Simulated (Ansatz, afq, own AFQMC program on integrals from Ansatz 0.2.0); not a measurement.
Two steps: Ansatz 0.2.0 writes the Fock matrix and Cholesky factors of the valence space, and afq projects on them the lowest state that overlaps trial and start.

```yaml
crystal:
  periodic: [false, false, false]
  atoms:
    - {symbol: Si, position_ang: [0.000000, -0.066010, 1.277710]}
    - {symbol: Al, position_ang: [0.000000, 0.014356, -1.367591]}
    - {symbol: H, position_ang: [0.000000, 1.455013, 1.006599]}
basis:
  gaussian: {orbitals: 6-31G}
magnetization: {spin_polarized: false}
correlation: {method: ccsd_t, electrons: outside_noble_gas, hamiltonian_folder: ham}
```

```sh
$ ansatz run in.yaml --threads 1 --pin off --events-out ev --progress --plain --max-ram 24576MiB --backend cuda --devices 0, --max-vram 18GiB
```

afq runs on the folder ham with

```
--method free --trial cisd --walkers 4000 --time-step 0.03 --max-blocks 4000 --target-error 0.00034 --factor-cut 1e-05 --seed 2039 --times 0,0.3,0.6,1.2,1.8,2.4,3.6,4.8,6 --taylor-order 8
```

Times are imaginary, in 1/Eh. The walk had a cap of 61 s.

```
orbitals 18  electrons 4 4  factors 110 of 310
reference energy -531.26297852 Eh
CCSD correlation -0.09445126 Eh in 15 cycles, weight of the determinant in the CISD state 0.8673
repeat  energy at the last time / Eh  error
    10  -531.360040  0.000084
    20  -531.360002  0.000058
    30  -531.359997  0.000044
time / (1/Eh)  energy / Eh  error  mean overlap
  0.00  -531.357441  0.000024  1.1530
  0.30  -531.358190  0.000021  1.1532
  0.60  -531.358691  0.000020  1.1541
  1.20  -531.359265  0.000027  1.1557
  1.80  -531.359595  0.000023  1.1545
  2.40  -531.359748  0.000025  1.1580
  3.60  -531.359903  0.000029  1.1615
  4.80  -531.359961  0.000036  1.1645
  6.00  -531.360000  0.000042  1.1745
energy -531.360000 +/- 0.000042 Eh
```

Task: Estimate how long the walk took on 1 × NVIDIA H100 80GB HBM3 with 2 threads of AMD EPYC 7R13 Processor (Zen 3), on a shared host (the card was shared).

Result: 7.9 s of wall time.

The run passed its tests (error under three times the target), which doesn't prove that it has relaxed.

Against this walk (error 1.2 meV) on the same determinant: CCSD(T) 21.7 meV higher, CCSDT(Q) 24.3 meV lower, CCSDTQ 27.9 meV lower, full CI (a separate run on its own orbitals, whose frozen core shifts it by up to a few meV) 28.4 meV lower. The error is statistical, and a free projection of finite length keeps a remainder of its start. The projection is still falling at its last time (meV from the last point: 11.0 ± 0.6 at 1.80, 6.8 ± 0.7 at 2.40, 2.6 ± 0.8 at 3.60, 1.1 ± 1.0 at 4.80, 0.0 ± 1.2 at 6.00), so its energy is a cut-off value, and the gaps above aren't errors of the other methods. Full CI is exact here, so the walk's 28 meV above it is the walk's own error: what remains of the start.

Cautions: remainder of the start not in the error; another spin lies lower; restricted determinant unstable towards unrestricted (UHF 578 meV lower, ⟨S²⟩ 1.08); CCSDTQ on the UHF determinant differs (660 meV lower), perhaps since the unrestricted series falls towards higher spin; a state of other symmetry lies lower (by 36 meV); full CI with its own frozen core.

CCSDT and higher add their correlation energy to the determinant of the CCSD(T) run, since their own runs factorise the integrals more tightly (a shift of under 2 meV). A walk keeps the symmetry of its determinant, which the program's search chose and which needn't be the lowest solution, so a lower state of the same spin and another symmetry isn't excluded.
